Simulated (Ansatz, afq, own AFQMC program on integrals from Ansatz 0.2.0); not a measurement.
Integrals from Ansatz 0.2.0, then the random walk in our own AFQMC program (afq).

```yaml
crystal:
  periodic: [false, false, false]
  atoms:
    - {symbol: O, position_ang: [-1.037673, -0.231644, 0.000000]}
    - {symbol: H, position_ang: [-1.286982, 0.694932, 0.000000]}
    - {symbol: H, position_ang: [0.207327, -0.231644, 0.000000]}
    - {symbol: Br, position_ang: [2.117327, -0.231644, 0.000000]}
basis:
  gaussian: {orbitals: cc-pVTZ}
magnetization: {spin_polarized: true, initial_magnetization: 1}
correlation: {method: ccsd_t, electrons: outside_noble_gas, hamiltonian_folder: ham}
```

```sh
$ ansatz run in.yaml --threads 1 --pin off --events-out ev --progress --plain --max-ram 24576MiB --backend cuda --devices 0, --max-vram 18GiB
```

afq runs on the folder ham with

```
--method phaseless --trial cisd --walkers 1400 --populations 20 --least-time 60 --time-step 0.005 --steps-per-block 50 --equilibration-blocks 28 --max-blocks 4000 --target-error 0.00023 --factor-cut 1e-05 --start spin_pure --seed 2545 --release-times 0.24,0.51,0.99,1.5 --release-step 0.03 --release-every 4 --taylor-order 6
```

Times are imaginary, in 1/Eh. The walk had a cap of 167 s. With eight or more populations the least sampling time is a fifth of least-time, and the error comes from their spread. Filled inner d shells are frozen with the cores.

afq prints:

```
orbitals 86  electrons 8 7  factors 559 of 622
reference energy -2648.43707273 Eh
CCSD correlation -0.43546459 Eh in 19 cycles, weight of the determinant in the CISD state 0.8500
energy of the start -2648.863134 Eh
 block  time / (1/Eh)  mean weight  energy / Eh
     1     0.250  1.0003  -2648.864358
     2     0.500  1.0006  -2648.872753
     3     0.750  0.9999  -2648.877202
     4     1.000  0.9991  -2648.880357
     5     1.250  0.9993  -2648.881545
     8     2.000  1.0004  -2648.887844
    11     2.750  0.9996  -2648.885702
    17     4.250  0.9995  -2648.887151
    23     5.750  1.0001  -2648.890528
    25     6.250  0.9998  -2648.891668
    29     7.250  1.0007  -2648.889818
    35     8.750  0.9994  -2648.889097
    41    10.250  0.9990  -2648.885964
    47    11.750  0.9995  -2648.891403
    53    13.250  0.9993  -2648.886772
    59    14.750  1.0007  -2648.890040
    65    16.250  0.9988  -2648.885413
    71    17.750  0.9994  -2648.883777
    77    19.250  1.0009  -2648.887933
    83    20.750  1.0011  -2648.887368
    89    22.250  0.9994  -2648.885569
    95    23.750  0.9997  -2648.886150
   101    25.250  0.9990  -2648.887268
   107    26.750  1.0002  -2648.886326
   113    28.250  0.9997  -2648.886167
   115    28.750  1.0001  -2648.888394
error from the spread of 20 populations
released: time / (1/Eh)  energy / Eh  error  mean overlap
  0.24  -2648.888737  0.000306  0.9930
  0.51  -2648.889051  0.000336  0.9870
  0.99  -2648.889282  0.000338  0.9878
  1.50  -2648.889366  0.000521  0.9731
energy -2648.887673 +/- 0.000243 Eh
(rows thinned)
```

The run passed its tests (sampling time, drift between the halves within three errors, error under three times the target), which doesn't prove that it has relaxed, ending at its cap on processor time. The second half of the sampling lies above the first by 2.7 errors of their difference, so the energy may still be moving and its error bar be too small.

Against this walk (error 6.6 meV) on the same determinant: CCSD(T) 4.7 meV lower (within the noise). The error is statistical and leaves out the bias of the constraint. None of these is a sure reference here. The released energies are still falling (meV from the phaseless value at times in 1/Eh: -29 ± 8 at 0.24, -37 ± 9 at 0.51, -44 ± 9 at 0.99, -46 ± 14 at 1.50), so they give no level; they do show a bias of the constraint, and the last of them that isn't too noisy lies 39 meV below CCSD(T).

Cautions: constraint bias not in the error; error above the target (6.6 against 6.3 meV); no relativity below Rb; no spin-orbit coupling; inner d shell frozen; unrestricted determinant slightly spin contaminated (⟨S²⟩ 0.85 against 0.75).

The walk took 2.8 min on 1 × NVIDIA H100 80GB HBM3 with 2 threads of AMD EPYC 7R13 Processor (Zen 3) (shared host) (the card was shared). The log's last line is the phaseless energy.

A walk keeps the symmetry of its determinant, which the program's search chose and which needn't be the lowest solution, so a lower state of the same spin and another symmetry isn't excluded.
